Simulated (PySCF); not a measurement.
# Worked example: entropy of an ideal gas

AlF3, SMILES [F][Al]([F])[F].

Coordinates come from a B3LYP-D3(BJ)/def2-TZVP optimisation. The isomer is the one that the SMILES or the coordinates give; other isomers of the formula were not compared.

B3LYP-D3(BJ)/def2-TZVP (PySCF) gives the harmonic wavenumbers 246, 246, 295, 689, 952, 952 cm⁻¹ and the rotational temperatures 0.3187, 0.3187, 0.1594 K. The molar mass is 83.98 g/mol, the symmetry number 6, the spin multiplicity 1.

Task: Work out the entropy at 298.15 K and 1 atm in the rigid-rotor, harmonic-oscillator model.

Result: 
Translation (Sackur–Tetrode at 1 atm): S = R[1.5 ln M + 2.5 ln T − 1.16487] = 164.0 J/(mol K).
Rotation: q = (√π/σ) T^1.5/√(θA θB θC) = 12000, S = R[ln q + 3/2] = 90.5 J/(mol K).
Vibration: with u = 1.4388 ν/T, each mode gives R[u/(e^u − 1) − ln(1 − e^−u)]:
```csv
ν (cm⁻¹),modes,u,S (J/(mol K))
246,2,1.19,14.72
295,1,1.42,6.05
689,1,3.32,1.34
952,2,4.59,0.95
```
These are all the modes. Sum 23.1 J/(mol K).
Spin: R ln 1 = 0.0 J/(mol K).
Total 277.6 J/(mol K); the program's own thermochemistry gives 277.6. Translation makes up 59 % and vibration 8 %. Anharmonicity, hindered rotation and orbital degeneracy are left out.
